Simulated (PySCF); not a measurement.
**Orbital picture of MgP**

MN15 at R = 2.560 Å; basis Mg cc-pVDZ, P cc-pV(D+d)Z; no relativity; PySCF 2.14. State: ⁴Σ⁻ (quartet), unpaired electrons σ ↑, π ↑↑. Only the outer orbitals are listed, counted within each symmetry.

```tsv
spin	orbital	occ.	ε (eV)	on Mg (%)	main shells (%)
α	2π	1	-52.34	100	100 Mg p
α	2π	1	-52.34	100	100 Mg p
α	6σ	1	-52.30	100	100 Mg p
α	7σ	1	-16.22	6	94 P s
α	8σ	1	-8.18	27	70 P p, 24 Mg s
α	3π	1	-7.30	5	95 P p
α	3π	1	-7.30	5	95 P p
α	9σ	1	-4.93	85	68 Mg s, 16 Mg p, 15 P p
α	4π	0	-0.46	96	96 Mg p
α	4π	0	-0.46	96	96 Mg p
α	10σ	0	0.95	102	90 Mg p
β	2π	1	-52.29	100	100 Mg p
β	2π	1	-52.29	100	100 Mg p
β	6σ	1	-52.23	100	100 Mg p
β	7σ	1	-13.90	6	93 P s
β	8σ	1	-6.54	53	51 Mg s, 44 P p
β	3π	0	-2.15	23	76 P p, 22 Mg p
β	3π	0	-2.15	23	76 P p, 22 Mg p
β	9σ	0	-2.13	64	45 Mg s, 36 P p, 18 Mg p
```

Q: Which are the highest filled and the lowest empty level, where do they sit, and how wide is the gap?

A: Highest filled α 9σ at -4.93 eV (in %: 68 Mg s, 16 Mg p, 15 P p); lowest empty β 3π at -2.15 eV (in %: 76 P p, 22 Mg p); the gap at MN15 is 2.78 eV.

The bond order (Mayer) is 0.99, the ⟨S²⟩ is 3.756 and the charge on Mg (Mulliken, basis-dependent) is 0.12. The charge on Mg (Löwdin, basis-dependent) is 0.10 and the dipole moment (positive dipole means Mg(−)P(+)) is -1.31 D.

Shares are Mulliken populations and can fall outside 0 to 100 %.

The state is the lowest determinant that a PBE0 search found; another state may lie lower at other levels.
